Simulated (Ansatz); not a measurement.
A made-up structure of C2H3B, closed shell:

```xyz
6
angstrom
B -1.3425 -0.0994 -0.7891
C -0.1752 -0.0126 -0.1028
C 0.9562 0.0708 0.5620
H -2.3508 -0.1742 -1.3816
H -1.1248 -0.3278 0.3168
H 1.0007 0.4311 1.5904
```

It is relaxed with PBE-D4/def2-SVP and then PBE0-D4/def2-TZVP (Ansatz 0.2.0). Atoms count as bonded within 1.22 times the sum of their covalent radii (H–H: 0.88 Å). The end point is not checked to be a true minimum.

(1) Does its bonding change? (Judge from chemistry; the calculation decides.)

Results:

(1) The calculation gives: Yes. Formed: none; broken: C2–H5.

Where it ends: The first stage lowers the energy by 3.67 eV in 12 steps. It ends as C₂H₃B ([BH2][C][CH]):
```xyz
6
angstrom
B -1.5213 -0.2158 -0.4301
C -0.1768 0.0453 0.1827
C 0.9072 0.2557 0.6767
H -1.6704 -0.0984 -1.6084
H -2.4375 -0.5399 0.2627
H 1.8623 0.4411 1.1120
```

Labels in which every atom is bracketed show which atoms are joined, not bond orders.

For scale, one of the runs: PBE0-D4/def2-TZVP relaxation, 111 basis functions, launched by `ansatz run in.yaml --threads 2 --pin off --events-out ev --progress --plain --max-ram 4352MiB`. The run took about 6.5 s on 2 CPU threads of an Arm Neoverse V1 (shared host).
